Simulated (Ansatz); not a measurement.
Start from `NC1=C(F)S1` and change one atom or group to get `NC1=CS1`.

Ansatz, PBE0-D4/def2-TZVP geometries, multiplicity 1. Each molecule was computed in one conformer, which needn't be the lowest.

| property | `NC1=C(F)S1` |
| --- | --- |
| size of the dipole moment (B3LYP/def2-TZVPP) / D | 5.13 |
| HOMO energy (ωB97M-V/def2-TZVPP) / eV | -8.41 |
| LUMO energy (PBE/def2-TZVPP) / eV | -2.46 |
| HOMO energy (B3LYP/def2-TZVPP) / eV | -5.98 |
| LUMO energy (ωB97M-V/def2-TZVPP) / eV | 0.55 |
| size of the dipole moment (PBE/def2-TZVPP) / D | 5.00 |

What does the change do to each property? (Estimate.)

Ansatz gave: 
```json
{"property": "size of the dipole moment (B3LYP/def2-TZVPP) / D", "`NC1=CS1`": "3.40", "shift": "-1.73"}
{"property": "HOMO energy (ωB97M-V/def2-TZVPP) / eV", "`NC1=CS1`": "-7.17", "shift": "1.24"}
{"property": "LUMO energy (PBE/def2-TZVPP) / eV", "`NC1=CS1`": "-0.91", "shift": "1.55"}
{"property": "HOMO energy (B3LYP/def2-TZVPP) / eV", "`NC1=CS1`": "-4.79", "shift": "1.19"}
{"property": "LUMO energy (ωB97M-V/def2-TZVPP) / eV", "`NC1=CS1`": "1.96", "shift": "1.41"}
{"property": "size of the dipole moment (PBE/def2-TZVPP) / D", "`NC1=CS1`": "3.44", "shift": "-1.56"}
```

With PBE0 the HOMO rises by 1.19 eV and the LUMO rises by 1.66 eV, so the gap widens by about 0.47 eV. PBE moves the HOMO by 1.01 eV and ωB97M-V by 1.24 eV. Dipoles are sizes alone; their direction can turn.

B3LYP here is the variant with VWN-RPA as its local correlation; programs differ in this.
